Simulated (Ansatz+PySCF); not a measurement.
# singlet C2H6 in separate pieces: levels of theory in one basis

```xyz
8

C     0.0000    0.0000   -0.7596
C     0.0000    0.0000    3.7978
H     0.0000   -1.0240   -1.1651
H    -0.8868    0.5120   -1.1651
H     0.8868    0.5120   -1.1651
H     0.0000    1.0240    4.2034
H    -0.8868   -0.5120    4.2034
H     0.8868   -0.5120    4.2034
```

Basis set: STO-3G (spherical functions). Left uncorrelated: 2 orbitals. Charge 0, multiplicity 1.

Computed with Ansatz (development build ahead of 0.2.0); each method stands on the lowest determinant of its kind that the runs found. NEVPT2 correlates all electrons. Active spaces start from the frontier orbitals, and the lowest solution found is given.

| method | E − E(RHF) (eV) | <S²> of the determinant |
| --- | --- | --- |
| RHF | 0.00 | 0.00 |
| UHF | -7.63 | 1.02 |
| UHF-MP2 | -9.85 | 1.02 |
| RHF-CCSD | -10.79 | – |
| UHF-CCSD | -10.92 | 1.02 |
| RHF-CCSD(T) | -11.09 | – |
| UHF-CCSD(T) | -10.93 | 1.02 |
| full CI (lowest root of this spin) | -10.93 | – |
| CASSCF(2,2) | -7.53 | – |
| SC-NEVPT2(2,2) | -9.83 | – |

**Question.** What does RHF-MP2 give on the same scale?

**Answer.** -11.29 eV.

At such a shape the full CI root can have another spatial symmetry than the determinants, so the rows needn't describe one state.

**Question.** Is a single determinant a sound starting point here?

**Answer.** It is doubtful. Unrestricted orbitals lower Hartree–Fock by 7.63 eV and <S²> is 1.02 where a pure state has 0.00, a sign of strong static correlation. The CASSCF(2,2) natural occupations are 1.01, 0.99.

Caution for RHF, RHF-MP2, RHF-CCSD, RHF-CCSD(T): an unrestricted determinant lies well below. Caution for UHF, UHF-MP2, UHF-CCSD, UHF-CCSD(T): the unrestricted determinant is a mixture of spin states; the determinant breaks the point group. Caution for RHF-MP2: large amplitudes, a single reference is doubtful. Caution for UHF-MP2, UHF-CCSD, UHF-CCSD(T): bonds are stretched, where a single reference can fail. Caution for UHF-MP2: another reference gives a lower total. Caution for RHF-CCSD, RHF-CCSD(T): very large amplitudes, the method is breaking down; the amplitudes may be one of several solutions.
